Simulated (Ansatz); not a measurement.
# C2H3Al (SMILES C#[C][AlH2]): functionals against CCSD(T) at one geometry

An exercise on one series of results from a longer session: the logs are not shown, and one member is left open.

Computed with Ansatz 0.2.0, Gaussian basis. Level: single points in def2-TZVPP.

Correlated methods freeze the cores. B3LYP uses VWN-RPA correlation.

## Starting geometry

6 atoms, charge 0, spin multiplicity 1.

Atoms are counted from 1 here; the program's logs count them from 0.

Bond lengths: C1–C2 1.236 Å, C1–H4 1.060 Å, C2–Al3 1.910 Å, Al3–H5 1.555 Å, Al3–H6 1.540 Å. Angles: C2–C1–H4 175.8°, C1–C2–Al3 175.1°, C2–Al3–H5 120.9°, C2–Al3–H6 124.3°, H5–Al3–H6 114.7°.

Coordinates:

```mol
C2H3Al
  3D, bonds by distance, orders not assigned

  6  5  0  0  0  0  0  0  0  0999 V2000
   -0.7860   -1.6928   -0.3036 C   0  0
   -0.2952   -0.5682   -0.1565 C   0  0
    0.5362    1.1126    0.2046 Al  0  0
   -1.2639   -2.6240   -0.4716 H   0  0
    1.3450    1.8566   -0.8949 H   0  0
    0.4733    1.8388    1.5613 H   0  0
  1  2  8  0
  1  4  8  0
  2  3  8  0
  3  5  8  0
  3  6  8  0
M  END
```

Set-up of the first run:

The input, run/in.yaml:

```yaml
crystal:
  periodic: [false, false, false]
  atoms:
    - {symbol: C, position_ang: [-0.786000, -1.692800, -0.303600]}
    - {symbol: C, position_ang: [-0.295200, -0.568200, -0.156500]}
    - {symbol: Al, position_ang: [0.536200, 1.112600, 0.204600]}
    - {symbol: H, position_ang: [-1.263900, -2.624000, -0.471600]}
    - {symbol: H, position_ang: [1.345000, 1.856600, -0.894900]}
    - {symbol: H, position_ang: [0.473300, 1.838800, 1.561300]}
basis:
  gaussian: {orbitals: def2-TZVPP}
correlation: {method: ccsd_t}
output: {forces: true}
```

No record of the launch command was kept for these runs.

Steps of the session up to this table: CCSD(T)/def2-TZVPP; PBE0-D4/def2-TZVPP; wB97M-V/def2-TZVPP; r2SCAN-D4/def2-TZVPP; PBE-D4/def2-TZVPP; B3LYP-D4/def2-TZVPP; BLYP-D4/def2-TZVPP.

One of the session's tables, all rows but one given; the rest of the session is left out.

```
   method  RMS force component (eV/Å)  angle to CCSD(T) forces (°)  dipole (D)
  CCSD(T)                       0.451                    reference        0.82
  PBE0-D4                       0.848                         12.9        0.82
  wB97M-V                           ?                            ?           ?
r2SCAN-D4                       0.725                         11.2        0.91
   PBE-D4                       0.571                          9.0        0.84
 B3LYP-D4                       0.816                         14.3        0.82
  BLYP-D4                       0.563                          5.2        0.84
```

**Question.** Estimate the row for wB97M-V.

The run gave: RMS force component (eV/Å): 0.930; angle to CCSD(T) forces (°): 17.0; dipole (D): 0.81. In the column «RMS force component (eV/Å)» it is the highest.
